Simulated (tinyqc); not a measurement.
Inside a calculation (part 2 of 2). Method: UHF in the sto-6g basis, for BH, spin multiplicity 3. Computed by tinyqc, a small Python program that keeps every step (integrals from PySCF). Command: `OMP_NUM_THREADS=1 python tinyqc.py 31607 31608 out.jsonl` (the two numbers bound the seeds that draw the settings). One thread of a shared host (Intel(R) Xeon(R) Processor @ 2.60GHz), about 0.2 s of CPU time with the checks.

Geometry (angstrom):
```
atom         x         y         z
B     0.000000  0.000000  0.000000
H     0.000000  0.000000  1.907000
```

## Iteration 3: diagonalisation and new density

F(alpha) (hartree), lower triangle:
```
            1B 1s      1B 2s     1B 2px    1B 2py     1B 2pz      2H 1s
1B 1s   -7.398175
1B 2s   -2.084123  -1.014684
1B 2px   0.000000   0.000000  -0.214531
1B 2py   0.000000   0.000000   0.073213  0.255371
1B 2pz   0.000070   0.062032   0.000000  0.000000   0.158291
2H 1s   -0.108806  -0.207497   0.000000  0.000000  -0.226506  -0.406746
```

F(beta) (hartree), lower triangle:
```
            1B 1s      1B 2s     1B 2px    1B 2py     1B 2pz     2H 1s
1B 1s   -7.362251
1B 2s   -2.051937  -0.804432
1B 2px   0.000000   0.000000   0.384561
1B 2py   0.000000   0.000000  -0.009413  0.324145
1B 2pz  -0.000508  -0.095867   0.000000  0.000000   0.304161
2H 1s   -0.103855  -0.224021   0.000000  0.000000  -0.107756  0.142444
```

X:
```
                1          2         3          4          5         6
1B 1s   -0.547338   0.616149  0.000000   0.000000  -0.494895  0.391196
1B 2s    0.769354  -0.386265  0.000000   0.000000  -0.326857  0.520940
1B 2px   0.000000   0.000000  0.289490   0.957181   0.000000  0.000000
1B 2py   0.000000   0.000000  0.957181  -0.289490   0.000000  0.000000
1B 2pz   0.445111   0.659446  0.000000   0.000000   0.582612  0.295342
2H 1s   -0.679936  -0.501356  0.000000   0.000000   0.409940  0.467883
```

Diagonalise F' = X^T F X, C = X C', fill 4 alpha and 2 beta electrons from the bottom; D(s) = C_occ C_occ^T. Each column has its largest component positive (the first on a tie).

F' = X^T F X (alpha) (hartree), lower triangle:
```
           1          2          3          4          5          6
1  -0.902726
2   1.489922  -1.896320
3   0.000000   0.000000   0.256564
4   0.000000   0.000000  -0.069265  -0.215725
5  -1.230337   2.215523   0.000000   0.000000  -2.641362
6   1.377000  -1.747249   0.000000   0.000000   2.276926  -2.516691
```

orbital energies (alpha) (hartree): MO1 -7.400602, MO2 -0.520202, MO3 -0.359008, MO4 -0.225673, MO5 0.266513, MO6 0.322714

coefficients C (alpha):
```
              MO1        MO2        MO3        MO4       MO5        MO6
1B 1s    0.994645  -0.224080   0.184139   0.000000  0.000000  -0.061126
1B 2s    0.019664   0.763251  -0.690883   0.000000  0.000000   0.243027
1B 2px   0.000000   0.000000   0.000000   0.988616  0.150463   0.000000
1B 2py   0.000000   0.000000   0.000000  -0.150463  0.988616   0.000000
1B 2pz   0.000241   0.015197   0.290139   0.000000  0.000000   0.987545
2H 1s   -0.002080   0.546906   0.750363   0.000000  0.000000  -0.488346
```

F' = X^T F X (beta) (hartree), lower triangle:
```
           1          2         3         4          5          6
1  -0.670593
2   1.536079  -1.673163
3   0.000000   0.000000  0.323991
4   0.000000   0.000000  0.008906  0.384714
5  -1.476418   2.243309  0.000000  0.000000  -2.338268
6   1.224252  -1.885517  0.000000  0.000000   2.364860  -2.330213
```

orbital energies (beta) (hartree): MO1 -7.363843, MO2 -0.313711, MO3 0.196168, MO4 0.322712, MO5 0.385994, MO6 0.469150

coefficients C (beta):
```
              MO1        MO2        MO3       MO4        MO5        MO6
1B 1s    0.995746  -0.259226   0.129061  0.000000   0.000000  -0.042529
1B 2s    0.015738   0.913571  -0.498077  0.000000   0.000000   0.190736
1B 2px   0.000000   0.000000   0.000000  0.150463   0.988616   0.000000
1B 2py   0.000000   0.000000   0.000000  0.988616  -0.150463   0.000000
1B 2pz   0.000671   0.157559   0.520923  0.000000   0.000000   0.873768
2H 1s   -0.001951   0.285176   0.677458  0.000000   0.000000  -0.748570
```

D(alpha) after iteration 3, lower triangle:
```
            1B 1s      1B 2s     1B 2px    1B 2py    1B 2pz     2H 1s
1B 1s    1.073438
1B 2s   -0.278689   1.060259
1B 2px   0.000000   0.000000   0.977361
1B 2py   0.000000   0.000000  -0.148750  0.022639
1B 2pz   0.050260  -0.188849   0.000000  0.000000  0.084412
2H 1s    0.013551  -0.101027   0.000000  0.000000  0.226021  0.862154
```

D(beta) after iteration 3, lower triangle:
```
            1B 1s     1B 2s    1B 2px    1B 2py    1B 2pz     2H 1s
1B 1s    1.058709
1B 2s   -0.221150  0.834859
1B 2px   0.000000  0.000000  0.000000
1B 2py   0.000000  0.000000  0.000000  0.000000
1B 2pz  -0.040175  0.143952  0.000000  0.000000  0.024825
2H 1s   -0.075868  0.260497  0.000000  0.000000  0.044931  0.081329
```

## Iteration 4: building the Fock matrix

core Hamiltonian H = T + V (hartree), lower triangle:
```
             1B 1s      1B 2s     1B 2px     1B 2py     1B 2pz      2H 1s
1B 1s   -12.721969
1B 2s    -3.151574  -3.652631
1B 2px    0.000000   0.000000  -2.888227
1B 2py    0.000000   0.000000   0.000000  -2.888227
1B 2pz   -0.007607  -0.073197   0.000000   0.000000  -2.929348
2H 1s    -0.161362  -0.561575   0.000000   0.000000  -0.619244  -1.857504
```

Two-electron integrals (ij|kl) in chemists' order, unique and non-zero (hartree):
```
(11|11) 2.924993   (21|11) 0.480756   (21|21) 0.099484   (22|11) 0.743449
(22|21) 0.188967   (22|22) 0.544922   (31|31) 0.021096   (32|31) 0.030854
(32|32) 0.120443   (33|11) 0.743450   (33|21) 0.188967   (33|22) 0.544922
(33|33) 0.587109   (41|41) 0.021096   (42|41) 0.030854   (42|42) 0.120443
(43|43) 0.031641   (44|11) 0.743450   (44|21) 0.188967   (44|22) 0.544922
(44|33) 0.523827   (44|44) 0.587109   (51|51) 0.021096   (52|51) 0.030854
(52|52) 0.120443   (53|53) 0.031641   (54|54) 0.031641   (55|11) 0.743450
(55|21) 0.188967   (55|22) 0.544922   (55|33) 0.523827   (55|44) 0.523827
(55|55) 0.587109   (61|11) 0.024947   (61|21) 0.005019   (61|22) 0.009515
(61|33) 0.009465   (61|44) 0.009465   (61|51) 0.000399   (61|52) 0.000777
(61|55) 0.009615   (61|61) 0.000263   (62|11) 0.088283   (62|21) 0.023003
(62|22) 0.076773   (62|33) 0.074432   (62|44) 0.074432   (62|51) 0.002597
(62|52) 0.017480   (62|55) 0.081456   (62|61) 0.001245   (62|62) 0.018233
(63|31) 0.001931   (63|32) 0.009756   (63|53) 0.002939   (63|63) 0.001532
(64|41) 0.001931   (64|42) 0.009756   (64|54) 0.002939   (64|64) 0.001532
(65|11) 0.095916   (65|21) 0.025251   (65|22) 0.088078   (65|33) 0.083864
(65|44) 0.083864   (65|51) 0.004262   (65|52) 0.027361   (65|55) 0.096505
(65|61) 0.001413   (65|62) 0.024145   (65|65) 0.032902   (66|11) 0.277268
(66|21) 0.073422   (66|22) 0.274825   (66|33) 0.262753   (66|44) 0.262753
(66|51) 0.007533   (66|52) 0.069839   (66|55) 0.298970   (66|61) 0.003982
(66|62) 0.094775   (66|65) 0.134206   (66|66) 0.774999
```

nuclear repulsion = 1.38745991 hartree

J_ij = sum D_kl (ij|kl) with D = D(alpha) + D(beta), K_ij = sum D_kl (ik|jl) for each spin; F = H + J - K(s); E = tr D H + tr D J / 2 - 0.5 sum_s tr D(s) K(s) + E_nn.

Coulomb J (hartree), lower triangle:
```
           1B 1s     1B 2s     1B 2px    1B 2py    1B 2pz     2H 1s
1B 1s   8.328120
1B 2s   1.582980  3.363699
1B 2px  0.000000  0.000000   3.387735
1B 2py  0.000000  0.000000  -0.009413  3.327318
1B 2pz  0.007851  0.076005   0.000000  0.000000  3.376041
2H 1s   0.081544  0.500708   0.000000  0.000000  0.590193  2.161552
```

exchange K(alpha) (hartree), lower triangle:
```
            1B 1s      1B 2s     1B 2px    1B 2py    1B 2pz     2H 1s
1B 1s    3.000260
1B 2s    0.514773   0.718565
1B 2px   0.000000   0.000000   0.711083
1B 2py   0.000000   0.000000  -0.082626  0.180766
1B 2pz  -0.000056  -0.079480   0.000000  0.000000  0.280926
2H 1s    0.028711   0.145523   0.000000  0.000000  0.190597  0.724045
```

exchange K(beta) (hartree), lower triangle:
```
           1B 1s     1B 2s    1B 2px    1B 2py    1B 2pz     2H 1s
1B 1s   2.966543
1B 2s   0.482737  0.519230
1B 2px  0.000000  0.000000  0.115205
1B 2py  0.000000  0.000000  0.000000  0.115205
1B 2pz  0.001140  0.119187  0.000000  0.000000  0.148772
2H 1s   0.024347  0.159653  0.000000  0.000000  0.081403  0.146467
```

F(alpha) (hartree), lower triangle:
```
            1B 1s      1B 2s     1B 2px    1B 2py     1B 2pz      2H 1s
1B 1s   -7.394109
1B 2s   -2.083367  -1.007497
1B 2px   0.000000   0.000000  -0.211576
1B 2py   0.000000   0.000000   0.073213  0.258326
1B 2pz   0.000300   0.082288   0.000000  0.000000   0.165767
2H 1s   -0.108529  -0.206389   0.000000  0.000000  -0.219648  -0.419997
```

F(beta) (hartree), lower triangle:
```
            1B 1s      1B 2s     1B 2px    1B 2py     1B 2pz     2H 1s
1B 1s   -7.360392
1B 2s   -2.051331  -0.808162
1B 2px   0.000000   0.000000   0.384303
1B 2py   0.000000   0.000000  -0.009413  0.323887
1B 2pz  -0.000896  -0.116380   0.000000  0.000000   0.297921
2H 1s   -0.104166  -0.220520   0.000000  0.000000  -0.110454  0.157581
```

total energy of this density = -24.87965685 hartree

## Iteration 4: diagonalisation and new density

As before.

F' = X^T F X (alpha) (hartree), lower triangle:
```
           1          2          3          4          5          6
1  -0.893878
2   1.486603  -1.908552
3   0.000000   0.000000   0.259519
4   0.000000   0.000000  -0.069265  -0.212769
5  -1.220393   2.211858   0.000000   0.000000  -2.644023
6   1.393435  -1.737638   0.000000   0.000000   2.280327  -2.507236
```

orbital energies (alpha) (hartree): MO1 -7.396548, MO2 -0.519331, MO3 -0.368572, MO4 -0.222718, MO5 0.269468, MO6 0.330761

coefficients C (alpha):
```
              MO1        MO2        MO3        MO4       MO5        MO6
1B 1s    0.994633  -0.218010   0.189083   0.000000  0.000000  -0.067817
1B 2s    0.019709   0.740128  -0.707318   0.000000  0.000000   0.266165
1B 2px   0.000000   0.000000   0.000000   0.988616  0.150463   0.000000
1B 2py   0.000000   0.000000   0.000000  -0.150463  0.988616   0.000000
1B 2pz   0.000165  -0.005589   0.293157   0.000000  0.000000   0.986754
2H 1s   -0.002110   0.577361   0.735941   0.000000  0.000000  -0.475055
```

F' = X^T F X (beta) (hartree), lower triangle:
```
           1          2         3         4          5          6
1  -0.683113
2   1.534883  -1.658745
3   0.000000   0.000000  0.323733
4   0.000000   0.000000  0.008906  0.384456
5  -1.484513   2.245704  0.000000  0.000000  -2.331655
6   1.207472  -1.895868  0.000000  0.000000   2.361627  -2.333478
```

orbital energies (beta) (hartree): MO1 -7.361982, MO2 -0.320920, MO3 0.206722, MO4 0.322454, MO5 0.385736, MO6 0.469189

coefficients C (beta):
```
              MO1        MO2        MO3       MO4        MO5        MO6
1B 1s    0.995747  -0.259717   0.130177  0.000000   0.000000  -0.035549
1B 2s    0.015735   0.916210  -0.501984  0.000000   0.000000   0.166269
1B 2px   0.000000   0.000000   0.000000  0.150463   0.988616   0.000000
1B 2py   0.000000   0.000000   0.000000  0.988616  -0.150463   0.000000
1B 2pz   0.000759   0.187277   0.526322  0.000000   0.000000   0.864620
2H 1s   -0.001927   0.265788   0.670342  0.000000   0.000000  -0.761991
```

D(alpha) after iteration 4, lower triangle:
```
            1B 1s      1B 2s     1B 2px    1B 2py    1B 2pz     2H 1s
1B 1s    1.072575
1B 2s   -0.275494   1.048477
1B 2px   0.000000   0.000000   0.977361
1B 2py   0.000000   0.000000  -0.148750  0.022639
1B 2pz   0.056814  -0.211488   0.000000  0.000000  0.085972
2H 1s    0.011185  -0.093265   0.000000  0.000000  0.212519  0.874959
```

D(beta) after iteration 4, lower triangle:
```
            1B 1s     1B 2s    1B 2px    1B 2py    1B 2pz     2H 1s
1B 1s    1.058964
1B 2s   -0.222287  0.839688
1B 2px   0.000000  0.000000  0.000000
1B 2py   0.000000  0.000000  0.000000  0.000000
1B 2pz  -0.047883  0.171597  0.000000  0.000000  0.035073
2H 1s   -0.070949  0.243488  0.000000  0.000000  0.049775  0.070647
```

## Iteration 36 (converged): orbitals

converged F(alpha) (hartree), lower triangle:
```
            1B 1s      1B 2s     1B 2px    1B 2py     1B 2pz      2H 1s
1B 1s   -7.394110
1B 2s   -2.084509  -0.991548
1B 2px   0.000000   0.000000  -0.209065
1B 2py   0.000000   0.000000   0.073213  0.260836
1B 2pz   0.001709   0.136850   0.000000  0.000000   0.160490
2H 1s   -0.108246  -0.203793   0.000000  0.000000  -0.208031  -0.425515
```

converged F(beta) (hartree), lower triangle:
```
            1B 1s      1B 2s     1B 2px    1B 2py     1B 2pz     2H 1s
1B 1s   -7.361623
1B 2s   -2.053225  -0.794360
1B 2px   0.000000   0.000000   0.385235
1B 2py   0.000000   0.000000  -0.009413  0.324819
1B 2pz  -0.000955  -0.173155   0.000000  0.000000   0.272886
2H 1s   -0.104811  -0.220148   0.000000  0.000000  -0.126705  0.169697
```

As before.

F' = X^T F X (alpha) (hartree), lower triangle:
```
           1          2          3          4          5          6
1  -0.859928
2   1.487669  -1.942813
3   0.000000   0.000000   0.262030
4   0.000000   0.000000  -0.069265  -0.210259
5  -1.209300   2.188899   0.000000   0.000000  -2.662262
6   1.425892  -1.726892   0.000000   0.000000   2.292204  -2.483347
```

orbital energies (alpha) (hartree): MO1 -7.396590, MO2 -0.513593, MO3 -0.384695, MO4 -0.220208, MO5 0.271979, MO6 0.346529

coefficients C (alpha):
```
              MO1        MO2        MO3        MO4       MO5        MO6
1B 1s    0.994595  -0.220589   0.177929   0.000000  0.000000  -0.087385
1B 2s    0.019841   0.748894  -0.667293   0.000000  0.000000   0.335864
1B 2px   0.000000   0.000000   0.000000   0.988616  0.150463   0.000000
1B 2py   0.000000   0.000000   0.000000  -0.150463  0.988616   0.000000
1B 2pz  -0.000161  -0.075793   0.327922   0.000000  0.000000   0.972820
2H 1s   -0.002111   0.576742   0.740813   0.000000  0.000000  -0.468184
```

F' = X^T F X (beta) (hartree), lower triangle:
```
           1          2         3         4          5          6
1  -0.702965
2   1.518603  -1.623929
3   0.000000   0.000000  0.324665
4   0.000000   0.000000  0.008906  0.385388
5  -1.511361   2.260778  0.000000  0.000000  -2.323499
6   1.180244  -1.922867  0.000000  0.000000   2.340177  -2.352255
```

orbital energies (beta) (hartree): MO1 -7.363258, MO2 -0.334827, MO3 0.229061, MO4 0.323386, MO5 0.386667, MO6 0.466376

coefficients C (beta):
```
              MO1        MO2        MO3       MO4        MO5        MO6
1B 1s    0.995689  -0.253596   0.145391  0.000000   0.000000  -0.018083
1B 2s    0.015938   0.893969  -0.555885  0.000000   0.000000   0.104293
1B 2px   0.000000   0.000000   0.000000  0.150463   0.988616   0.000000
1B 2py   0.000000   0.000000   0.000000  0.988616  -0.150463   0.000000
1B 2pz   0.000881   0.274694   0.509478  0.000000   0.000000   0.851253
2H 1s   -0.001898   0.253973   0.657897  0.000000   0.000000  -0.776726
```

D(alpha) after iteration 36, lower triangle:
```
            1B 1s      1B 2s     1B 2px    1B 2py    1B 2pz     2H 1s
1B 1s    1.069538
1B 2s   -0.264195   1.006516
1B 2px   0.000000   0.000000   0.977361
1B 2py   0.000000   0.000000  -0.148750  0.022639
1B 2pz   0.074906  -0.275584   0.000000  0.000000  0.113277
2H 1s    0.002489  -0.062462   0.000000  0.000000  0.199216  0.881440
```

D(beta) after iteration 36, lower triangle:
```
            1B 1s     1B 2s    1B 2px    1B 2py    1B 2pz     2H 1s
1B 1s    1.055708
1B 2s   -0.210838  0.799435
1B 2px   0.000000  0.000000  0.000000
1B 2py   0.000000  0.000000  0.000000  0.000000
1B 2pz  -0.068785  0.245582  0.000000  0.000000  0.075458
2H 1s   -0.066296  0.227014  0.000000  0.000000  0.069763  0.064506
```

## Convergence

Stop when the energy changes by less than 1e-10 hartree and every element of the error matrix X^T (F D S - S D F) X (for each spin) is below 3e-06.

Course of the cycle:
```
iteration   E (hartree)     change  largest element of the error matrix
1          -25.19728089          -                             7.50e-02
2          -24.86201346   3.35e-01                             6.54e-02
3          -24.87439262  -1.24e-02                             2.38e-02
4          -24.87965685  -5.26e-03                             1.51e-02
5          -24.88206223  -2.41e-03                             1.01e-02
6          -24.88321179  -1.15e-03                             7.33e-03
7          -24.88379782  -5.86e-04                             5.37e-03
8          -24.88411472  -3.17e-04                             3.97e-03
9          -24.88429337  -1.79e-04                             3.00e-03
10         -24.88439660  -1.03e-04                             2.27e-03
11         -24.88445704  -6.04e-05                             1.72e-03
12         -24.88449262  -3.56e-05                             1.30e-03
13         -24.88451361  -2.10e-05                             9.89e-04
14         -24.88452600  -1.24e-05                             7.51e-04
...                 ...        ...                                  ...
23         -24.88454359  -1.03e-07                             6.53e-05
24         -24.88454365  -6.06e-08                             5.00e-05
25         -24.88454369  -3.55e-08                             3.83e-05
26         -24.88454371  -2.08e-08                             2.93e-05
27         -24.88454372  -1.22e-08                             2.24e-05
28         -24.88454373  -7.13e-09                             1.72e-05
29         -24.88454373  -4.17e-09                             1.31e-05
30         -24.88454374  -2.44e-09                             1.00e-05
31         -24.88454374  -1.43e-09                             7.69e-06
32         -24.88454374  -8.36e-10                             5.88e-06
33         -24.88454374  -4.90e-10                             4.50e-06
34         -24.88454374  -2.86e-10                             3.44e-06
35         -24.88454374  -1.68e-10                             2.63e-06
36         -24.88454374  -9.81e-11                             2.01e-06
```

PySCF UHF in the same basis, after a stability check = -24.88454374 hartree

Converged in 36 iterations.

## Populations, bond orders and dipole

overlap S, lower triangle:
```
           1B 1s     1B 2s    1B 2px    1B 2py    1B 2pz     2H 1s
1B 1s   1.000000
1B 2s   0.264891  1.000000
1B 2px  0.000000  0.000000  1.000000
1B 2py  0.000000  0.000000  0.000000  1.000000
1B 2pz  0.000000  0.000000  0.000000  0.000000  1.000000
2H 1s   0.013444  0.189174  0.000000  0.000000  0.232813  1.000000
```

Mulliken: Z minus the diagonal of D S on the atom; Loewdin: the same with S^(1/2) D S^(1/2); Mayer order: 2 sum_s sum (D(s) S)_ij (D(s) S)_ji over the two atoms.

Charges (e):
```
atom   Mulliken    Loewdin  Mulliken spin
1B     0.038839   0.036542       1.206764
2H    -0.038839  -0.036542       0.793236
```

Mayer bond orders:
```
pair     order
2-1   0.369268
```

dipole moment about the origin, x y z (debye): 0.000000  0.000000  -0.477022

<S^2> of the determinant (pure state: 2) = 2.154698
